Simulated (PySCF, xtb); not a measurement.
**Two structures of BFHSi+**

Structure X: a singlet given by its coordinates. Structure Y: a singlet given by its coordinates. Both are isolated ions in the gas phase, relaxed with B3LYP-D4/def2-SVP.

X (Å):

```xyz
4

B    -0.5695   -0.1850    1.0112
F     0.1955   -0.4698    2.0217
Si   -0.6536   -1.6316   -0.5947
H    -1.2200    0.8283    0.9414
```

Close contacts (Å): B1–F2 1.30, B1–Si3 2.16, B1–H4 1.21.

Y (Å):

```yaml
atoms:
  - { symbol: B, position_ang: [-0.6032, 0.6437, 0.0879] }
  - { symbol: F, position_ang: [-1.3893, 1.1834, -0.6965] }
  - { symbol: Si, position_ang: [0.5942, -0.1719, 1.6601] }
  - { symbol: H, position_ang: [1.3786, -0.7695, 0.4924] }
```

Close contacts (Å): B1–F2 1.23, B1–Si3 2.14, Si3–H4 1.53.

Q: Which of the two would you expect CCSD(T)/def2-TZVPP electronic energies to favour?

A: Structure Y; the calculation gives E(Y) − E(X) = −29.4 kJ/mol.

Level by level:

| level | geometry | E(Y) − E(X) (kJ/mol) | departure from the last row (kJ/mol) | job, with rough time for the two |
| --- | --- | --- | --- | --- |
| B3LYP-D4/def2-SVP | B3LYP-D4/def2-SVP | −21.3 | +8.1 | optimisation, 26 s |
| HF/def2-TZVPP | B3LYP-D4/def2-SVP | −19.1 | +10.4 | part of the CCSD(T) run |
| MP2/def2-TZVPP | B3LYP-D4/def2-SVP | −28.6 | +0.8 | part of the CCSD(T) run |
| CCSD(T)/def2-TZVPP | B3LYP-D4/def2-SVP | −29.4 |  | single point, 50 s |

The levels shown agree on the order. The largest departure from CCSD(T)/def2-TZVPP is that of HF/def2-TZVPP, 10.4 kJ/mol. No reliable frequencies are at hand for Y, so it isn't confirmed as a minimum. Levels run at GFN2-xTB geometries aren't shown.

The correlated steps freeze 7 core orbitals. Run with PySCF 2.14.0, xtb 6.7.1; the last row on 2 threads of Arm Neoverse V2 on a shared host.
